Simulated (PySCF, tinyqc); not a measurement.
Ways to converge the cycle: SCF convergence aids in the sto-3g basis, for CH2, spin multiplicity 1. Computed by the program tinyqc with PySCF. RHF with one setting changed at a time; a run stops when the energy changes by less than 1e-09 hartree and the error matrix is below 1e-5. The start is random orbitals. Damping d keeps d of the old density; a shift (hartree) raises the virtual levels; DIIS n extrapolates F over n matrices.

Geometry (angstrom):
```
atom,x,y,z
C,0.0000,0.0000,0.0000
H,0.0000,1.0860,0.4990
H,0.0000,-1.0860,0.4990
```

lowest restricted solution found by these runs and by PySCF = -38.332286 hartree

Largest element of the error matrix X^T (FDS - SDF) X:
```
iteration,plain,damping 0.3,damping 0.6,shift 0.4,DIIS 3,DIIS 8
1,7.9e+00,7.9e+00,7.9e+00,7.9e+00,7.9e+00,7.9e+00
2,4.0e-01,2.1e+00,4.5e+00,4.5e-01,4.0e-01,4.0e-01
3,4.2e-01,6.4e-01,2.6e+00,2.7e-01,4.2e-01,4.2e-01
4,6.0e-02,1.9e-01,1.5e+00,2.1e-01,2.1e-01,2.1e-01
5,2.8e-02,9.7e-02,9.3e-01,1.7e-01,3.3e-02,3.5e-02
6,1.5e-02,5.1e-02,5.5e-01,1.3e-01,1.1e-02,1.1e-02
8,7.3e-03,2.8e-02,2.0e-01,7.1e-02,4.9e-03,4.7e-03
10,5.7e-03,2.5e-02,7.8e-02,4.4e-02,1.6e-03,4.3e-04
14,3.4e-03,1.8e-02,3.5e-02,3.8e-02,4.4e-05,-
20,1.6e-03,1.1e-02,1.1e-02,2.8e-02,-,-
30,4.4e-04,4.6e-03,6.6e-03,1.5e-02,-,-
45,6.4e-05,1.2e-03,3.2e-03,5.3e-03,-,-
60,9.3e-06,3.3e-04,1.5e-03,1.8e-03,-,-
```

How each run ends:
```
run,iterations,E (hartree),state
plain,60,-38.33229,lowest found
damping 0.3,>60,-38.33228,"falls steadily but slowly, by a factor of about 0.92 a step"
damping 0.6,>60,-38.33226,"falls steadily but slowly, by a factor of about 0.95 a step"
shift 0.4,>60,-38.33225,"falls steadily but slowly, by a factor of about 0.93 a step"
DIIS 3,19,-38.33229,lowest found
DIIS 8,13,-38.33229,lowest found
```

What does the comparison show, and why?

3 of 6 runs reach the lowest restricted solution found, in 13 to 60 iterations (fastest: DIIS 8). Not converged: damping 0.3, damping 0.6, shift 0.4. Plain steps already contract here, so damping only slows them. DIIS 3 and DIIS 8 gain by cancelling the error over several earlier matrices, much as a quasi-Newton step does. The restricted reference is unstable here: a spin-polarised solution lies 0.0444 hartree lower (PySCF), so results built on it describe a poor reference.
